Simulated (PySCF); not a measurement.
Gas-phase reaction: SiCl2F2 + SiF4 = 2 SiF3 + Cl2

Computed with PySCF (xtb for GFN2) and rigid-rotor harmonic-oscillator thermochemistry at 1 bar. † marks an energy on the PBE0/def2-TZVP geometry and frequencies; other levels use their own. MP2 and CCSD(T) freeze the core. 6-31G* has spherical d functions here. Open shells (unrestricted): SiF3 (multiplicity 2); the rest are closed-shell singlets. GFN2 has no spin-polarisation term. B3LYP is the form with VWN-RPA correlation. MP2 isn't extrapolated to the basis-set limit; its ΔH°(298 K) is 764.5 kJ in def2-SVP and 762.4 kJ in def2-TZVPP. CCSD(T) isn't extrapolated to the basis-set limit; its ΔH°(298 K) is 748.1 kJ in def2-SVP and 749.8 kJ in def2-TZVPP. The harmonic model lacks anharmonicity and excited electronic states, which grow with temperature; levels with a mode under 35 cm⁻¹ are left out.

| level | ΔE electronic, kJ | ΔH°(298 K), kJ | ΔS°(298 K), J/K | ΔG°(1200 K), kJ |
|---|---|---|---|---|
| B3LYP/6-31G* | 730 | 721 | 183 | 507 |
| B3LYP/def2-TZVP† | 706 | 698 | 182 | 486 |
| CCSD(T)/def2-TZVPP† | 758 | 750 | 182 | 537 |
| GFN2-xTB | 658 | 651 | 171 | 452 |
| MP2/def2-SVP† | 773 | 765 | 182 | 552 |
| PBE/def2-SVP | 707 | 699 | 182 | 485 |
| PBE0/def2-QZVP† | 718 | 710 | 182 | 497 |
| r2SCAN/def2-TZVP† | 731 | 723 | 182 | 510 |
| LDA/def2-TZVP† | 752 | 744 | 182 | 531 |
| ωB97M-V/def2-TZVP† | 767 | 759 | 182 | 546 |
| ωB97X-V/def2-TZVP† | 759 | 750 | 182 | 538 |
ΔH° is lowest at GFN2-xTB and highest at MP2/def2-SVP†. No reference value is set beside these.
